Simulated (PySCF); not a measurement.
Molecule: SMILES C1[C@@H](Cl)COC1, C₄H₇ClO.

Molfile (atoms numbered from 1):
```
C4H7ClO
     RDKit          3D

 13 13  0  0  0  0  0  0  0  0999 V2000
    1.9628    1.0600    3.2458 Cl  0  0  0  0  0  0  0  0  0  0  0  0
    1.6576    1.0551    1.4760 C   0  0  2  0  0  0  0  0  0  0  0  0
    0.2104    1.4199    1.1288 C   0  0  0  0  0  0  0  0  0  0  0  0
   -0.3817    0.0691    0.7415 C   0  0  0  0  0  0  0  0  0  0  0  0
    0.6803   -0.5927    0.1015 O   0  0  0  0  0  0  0  0  0  0  0  0
    1.8135   -0.3686    0.8934 C   0  0  0  0  0  0  0  0  0  0  0  0
    2.3786    1.7662    1.0557 H   0  0  0  0  0  0  0  0  0  0  0  0
   -0.3028    1.9204    1.9599 H   0  0  0  0  0  0  0  0  0  0  0  0
    0.2039    2.0941    0.2590 H   0  0  0  0  0  0  0  0  0  0  0  0
   -1.2283    0.1310    0.0441 H   0  0  0  0  0  0  0  0  0  0  0  0
   -0.7098   -0.4855    1.6442 H   0  0  0  0  0  0  0  0  0  0  0  0
    1.8696   -1.0897    1.7309 H   0  0  0  0  0  0  0  0  0  0  0  0
    2.7117   -0.4847    0.2701 H   0  0  0  0  0  0  0  0  0  0  0  0
  1  2  1  0
  2  3  1  0
  3  4  1  0
  4  5  1  0
  5  6  1  0
  6  2  1  0
  2  7  1  6
  3  8  1  0
  3  9  1  0
  4 10  1  0
  4 11  1  0
  6 12  1  0
  6 13  1  0
M  END
```

Geometry PBE0-D3(BJ)/def2-SVP throughout; GIAO in PySCF, gas phase, one conformer, non-relativistic; equivalent atoms averaged; basis pcSseg-1.

Task: How do the shifts δ (against HCl, TMS, H2O at the same level) depend on the functional? (a selection of nuclei; ppm; last column core-seconds on shared hosts with different chips, so compare them loosely; the GGAs took longer than the global hybrids here, which isn't the general rule, and the cause wasn't traced)

Result: 
```
functional                    kind    Cl1    C6    C4    C2    C3    O5   H13    H7    H8  core-s
        HF            Hartree–Fock  113.8  71.1  59.7  53.6  36.6  33.7  4.12  3.72  1.66     4.6
       LDA                     LDA  233.5  86.2  72.4  64.7  43.3  94.8  4.63  4.25  1.82      13
       PBE                     GGA  209.1  83.4  70.6  63.0  42.4  90.7  4.50  4.14  1.81      16
      BLYP                     GGA  212.3  84.9  71.7  64.6  43.5  94.3  4.49  4.12  1.80      16
      BP86                     GGA  206.0  83.7  70.8  63.4  42.5  86.9  4.51  4.13  1.82      16
      OPBE                     GGA  186.6  78.6  67.5  60.6  39.8  82.0  4.41  4.12  1.85      16
       KT2                     GGA  197.0  81.4  68.7  60.9  41.5  87.1  4.51  4.15  1.81      20
       KT3                     GGA  186.9  79.4  67.7  60.9  40.8  86.1  4.41  4.11  1.82      19
     B97-D                     GGA  194.6  81.7  69.5  63.0  41.7  84.1  4.46  4.13  1.83      19
     B3LYP           global hybrid  191.5  82.1  69.3  62.6  42.1  79.3  4.39  4.03  1.76      12
      PBE0           global hybrid  182.5  80.2  67.8  60.7  40.7  72.6  4.38  4.01  1.76      12
  mPW1PW91           global hybrid  179.6  80.2  67.8  60.9  40.8  71.7  4.36  4.00  1.77      12
      WP04           global hybrid  174.3  81.6  70.3  67.0  42.1  70.6  4.15  3.95  1.80     7.9
     B97-2           global hybrid  176.5  79.3  67.4  60.7  40.4  71.4  4.36  4.01  1.78     8.2
 BHandHLYP           global hybrid  162.6  78.2  65.7  59.5  40.1  61.3  4.28  3.91  1.72     7.8
 CAM-B3LYP  range-separated hybrid  184.6  81.3  68.3  60.6  41.4  71.2  4.38  3.94  1.73      11
   wB97X-D  range-separated hybrid  174.0  80.2  67.6  60.3  40.8  64.6  4.34  3.93  1.74      10
   LC-wPBE  range-separated hybrid  166.4  78.8  66.7  57.3  39.3  57.4  4.30  3.80  1.72      17
```

Task: Which nucleus among those listed moves most, in ppm?

Result: Cl1 (chlorine bonded to C): from 113.8 ppm with HF to 233.5 ppm with LDA. The smallest spread is 0.19 ppm, at H8. Proton shifts span only some 12 ppm, so a few tenths of a ppm matter as much there as several ppm in carbon.
